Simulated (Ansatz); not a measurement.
Total energies of C$_{5}$H$_{7}$F, SMILES `FC1=CCCC1`.

```xyz
13

F     0.585    1.928   -1.682
C     0.261    1.017   -0.764
C    -0.133    1.271    0.474
C    -0.471   -0.012    1.173
C     0.106   -1.096    0.236
C     0.277   -0.426   -1.136
H    -0.249    2.259    0.900
H    -0.044   -0.075    2.177
H    -1.556   -0.114    1.290
H     1.087   -1.402    0.606
H    -0.518   -1.989    0.193
H    -0.548   -0.649   -1.824
H     1.201   -0.713   -1.644
```

Total charge 0; spin multiplicity 1. The geometry is a stationary point of PBE0-D4/def2-TZVP. Basis def2-TZVPP, Ansatz 0.2.0.

RPA on PBE orbitals: Hartree–Fock energy of these orbitals -292.88642 Eh, correlation -1.71454 Eh (frozen core).

```
             functional  energy without D4 (Eh)  D4 term (kJ/mol)
            LDA (SPW92)              -292.23052                 –
                 revPBE              -294.58871             -90.6
                 r2SCAN              -294.52024              -6.5
                 B97M-V              -294.65393                 –
                   PBE0              -294.35070             -21.5
                  B3LYP              -294.68693             -41.2
HSE06 (plane-wave form)              -294.33505             -19.8
              CAM-B3LYP              -294.54698             -21.3
                ωB97X-V              -294.59597                 –
                ωB97M-V              -294.56438                 –
```

Problem. Give the same for PBE, BLYP, r2SCANh, r2SCAN0, BHLYP, LC-ωPBE, B2PLYP, PBE-QIDH. (An estimate is asked.)

Solution. The calculation gave: 
```csv
functional,energy without D4 (Eh),D4 term (kJ/mol)
PBE,-294.32255,-25.8
BLYP,-294.57078,-58.4
r2SCANh,-294.50773,-6.7
r2SCAN0,-294.49027,-7.4
BHLYP,-294.52097,-28.2
LC-ωPBE,-294.50121,–
B2PLYP,-294.44581,–
PBE-QIDH,-294.30868,–
```

B3LYP takes the VWN-RPA correlation (the form of Gaussian; ORCA's B3LYP/G). HSE06 is the plane-wave form, built on full-range PBE exchange. The double hybrids freeze the cores in their second-order part.

LC-ωPBE has ω = 0.4 bohr⁻¹.
